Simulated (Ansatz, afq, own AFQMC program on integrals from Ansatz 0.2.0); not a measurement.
## SiH4, triplet in 6-31G, levels against full CI

```xyz
5

Si    0.0000    0.0000    0.0000
H    -0.0115    1.0851    1.0776
H    -0.0165   -1.0776    1.0850
H     0.0165    1.0776   -1.0850
H     0.0115   -1.0851   -1.0776
```

Basis 6-31G. Only valence electrons are correlated. Integrals, coupled cluster, full CI and functionals: Ansatz 0.2.0; the random walks run on the same integrals in our own AFQMC program. ph-AFQMC/CISD is guided by a CISD state made of CCSD amplitudes; releasing the constraint for a short imaginary time cuts its bias at the price of noise, slowly where states lie close. Free projection: walkers drawn from exp(T), propagated without any constraint. Its projection time is finite, and what remains of the start isn't in its error. Error bars are statistical, one sigma.

Determinant: UHF, the one that the program's search chose, which needn't be the lowest solution. The geometry is a point of a scan.

Full CI on the same integrals is exact in this basis and with this determinant's frozen core.

Cautions: lower spins were not checked.

The T1 diagnostic is 0.0123 and the weight of the determinant in the CISD state is 0.922. The ⟨S²⟩ of the determinant is 2.026 and the size of the correlated space is 8 electrons in 16 orbitals.

| level | correlation energy (eV) |
| --- | --- |
| MP2 | -1.5836 |
| CCSD | -2.3736 |
| CCSD(T) | -2.4086 |

(1) Estimate where phaseless AFQMC with a CISD trial lies against CCSD(T) on the same integrals.

(1) 0.5 ± 0.2 kJ/mol below CCSD(T).

Reference: full CI, correlation energy -2.424 eV. The released energy is read at 2.40 1/Eh (meV from the phaseless value at times in 1/Eh: -4.6 ± 0.8 at 0.24, -5.5 ± 0.8 at 0.51, -7.8 ± 0.9 at 0.99, -8.8 ± 0.5 at 1.62, -8.8 ± 0.5 at 2.40).

| level | E − E(reference) (kJ/mol) | share of correlation (%) |
| --- | --- | --- |
| CCSD(T) | 1.5 | 99.37 |
| CCSDT | 0.0 | 100.02 |
| CCSDT(Q) | 0.0 | 100.02 |
| CCSDTQ | 0.0 | 100.00 |
| ph-AFQMC/HF | 8.4 ± 1.1 | 96.43 |
| ph-AFQMC/CISD | 1.0 ± 0.2 | 99.59 |
| released AFQMC | 0.1 ± 0.04 | 99.95 |
| free AFQMC | 0.0 ± 0.05 | 100.02 |

CCSDT and higher add their correlation energy to the determinant of the CCSD(T) run, since their own runs factorise the integrals more tightly (a shift of under 2 meV). Free projections are given only where their last times agree within the noise and don't stop above the reference; a slow remainder of the start can still hide under it. A walk keeps the symmetry of its determinant, which the program's search chose and which needn't be the lowest solution, so a lower state of the same spin and another symmetry isn't excluded. Released energies are given only where the last usable release times agree within the noise; a slower fall can still hide under it.
